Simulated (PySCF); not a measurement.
**S: ionisation energy**

S [Ne] 3s2 3p4 (3P) → S+ [Ne] 3s2 3p3 (4S), as a difference of total energies. All numbers are calculated (PySCF 2.14, the spin-free X2C one-electron Hamiltonian (Gaussian nucleus), in x2c-TZVPall (5s5p2d1f, 37 functions)). Correlated levels: valence: [Ne] frozen. The calculations carry no spin-orbit coupling.

```
           method  ionisation energy (eV)
              UHF                   9.221
            M06-L                  10.220
              PBE                  10.400
    MP2 (valence)                   9.945
SCS-MP2 (valence)                  10.019
   CCSD (valence)                  10.049
CCSD(T) (valence)                  10.080
```

How much does correlation contribute at CCSD(T) (valence)?

10.080 − (9.221) = 0.859 eV, measured against UHF.

Errors of the correlated levels include the incompleteness of this basis and the frozen core.

For comparison: 10.336 eV (measured; NIST levels, between the centres of gravity of the two terms).
